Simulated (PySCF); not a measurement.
# CH3AlCl (SMILES [CH3][Al][Cl]): UMP2/ANO-RCC-VTZP (sfX2C)

What is the vertical doublet–quartet gap of CH3AlCl at UMP2/ANO-RCC-VTZP (sfX2C)? 

Program for the calculation: PySCF 2.14.0.

## Step 1: Starting point

CH3AlCl: 6 atoms, total charge 0, spin state doublet. SMILES: `[CH3][Al][Cl]`. The coordinates come from a PBE0-D4/def2-TZVP relaxation.

Bond lengths: C1–Al2 1.964 Å, Al2–Cl3 2.122 Å, C1–H4 1.093 Å, C1–H5 1.094 Å, C1–H6 1.094 Å. Angles: C1–Al2–Cl3 117.4°, Al2–C1–H4 110.2°, Al2–C1–H5 110.4°, Al2–C1–H6 110.4°, H4–C1–H5 109.1°, H4–C1–H6 109.1°, H5–C1–H6 107.5°.

## Step 2: A single-point energy at UMP2/ANO-RCC-VTZP (sfX2C)

The input, run.py:

```python
from pyscf import gto, mp

system = gto.M(
    atom='''
C     -0.834125     0.848487    -0.542729
Al     0.232625    -2.556610     0.480935
Cl     3.833498    -2.922084     2.208712
H      0.633625     2.224775    -0.078235
H     -2.585523     1.375343     0.419708
H     -1.200354     0.908958    -2.575886
''',
    basis='ano-rcc-vtzp',
    spin=1,
    max_memory=1860,
    unit='bohr',
    verbose=3,
)

mf = system.UHF()
mf = mf.sfx2c1e()
mf.conv_tol = 1e-10
mf.kernel()
if not mf.converged:
    mf = mf.newton().run(mf.mo_coeff, mf.mo_occ)

pt = mp.MP2(mf, frozen=11).run()
energy = pt.e_tot
print(f'total energy: {energy:.8f} hartree')
```

Run with:

```bash
$ OMP_NUM_THREADS=1 python run.py
```

The program printed:

```text
converged SCF energy = -742.995031893291  <S^2> = 0.75586691  2S+1 = 2.0058583
E(UMP2) = -743.417972761479  E_corr = -0.42294086818744
E(SCS-UMP2) = -743.417089504887  E_corr = -0.422057611595813
total energy: -743.41797276 hartree
```

Run time: 3.5 min. Hardware: 1 thread of Arm Neoverse V1, shared host; peak memory 0.85 GiB.

## Step 3: The quartet

The input, calc.py:

```python
from pyscf import gto, mp

molecule = gto.M(
    atom=[
    ('C', (-0.441400, 0.449000, -0.287200)),
    ('Al', (0.123100, -1.352900, 0.254500)),
    ('Cl', (2.028600, -1.546300, 1.168800)),
    ('H', (0.335300, 1.177300, -0.041400)),
    ('H', (-1.368200, 0.727800, 0.222100)),
    ('H', (-0.635200, 0.481000, -1.363100)),
],
    spin=3,
    basis='ano-rcc-vtzp',
    charge=0,
    max_memory=1860,
    verbose=3,
)

myscf = molecule.UHF()
myscf = myscf.sfx2c1e()
myscf.conv_tol = 1e-10
myscf.kernel()
if not myscf.converged:
    myscf = myscf.newton().run(myscf.mo_coeff, myscf.mo_occ)

pt = mp.MP2(myscf, frozen=11).run()
e_final = pt.e_tot
print(f'total energy: {e_final:.8f} hartree')
```

Run with:

```bash
$ OMP_NUM_THREADS=1 python calc.py
```

The program printed:

```text
WARN: HOMO 0.0301154113249655 >= LUMO -0.36785726718508

converged SCF energy = -742.81802976017  <S^2> = 3.7586489  2S+1 = 4.0043221
E(UMP2) = -743.205905205783  E_corr = -0.387875445613181
E(SCS-UMP2) = -743.202162572337  E_corr = -0.384132812166792
total energy: -743.20590521 hartree
```

Run time: 3.5 min. Hardware: 1 thread of Arm Neoverse V1, shared host; peak memory 0.86 GiB.

## Step 4: Results

At UMP2/ANO-RCC-VTZP (sfX2C), 11 core orbitals frozen:

| quantity | value |
| --- | --- |
| doublet: total energy | -743.41797 Eh |
| doublet: dipole moment (Hartree–Fock density) | 2.12 D |
| doublet: HOMO energy (Hartree–Fock orbitals) (highest over α and β) | -8.42 eV |
| doublet: LUMO energy (Hartree–Fock orbitals) (lowest over α and β) | 0.62 eV |
| doublet: correlation energy (11 core orbitals frozen) | -422.9 mEh |
| doublet: ⟨S²⟩ of the reference determinant | 0.756 |
| quartet: total energy | -743.20591 Eh |
| quartet: dipole moment (Hartree–Fock density) | 5.63 D |
| quartet: HOMO energy (Hartree–Fock orbitals) (highest over α and β) | -5.86 eV |
| quartet: LUMO energy (Hartree–Fock orbitals) (lowest over α and β) | -2.39 eV |
| quartet: correlation energy (11 core orbitals frozen) | -387.9 mEh |
| quartet: ⟨S²⟩ of the reference determinant | 3.759 |
| vertical energy of the quartet above the doublet | 5.771 eV |

In words: At this shape the quartet lies 5.77 eV (557 kJ/mol) above the doublet. Mulliken charges (doublet) of the mean-field density run from -0.34 on C1 to +0.21 on Al2; they depend strongly on the basis. Mulliken charges (quartet) of the mean-field density run from -0.23 on Al2 to +0.16 on H4; they depend strongly on the basis.
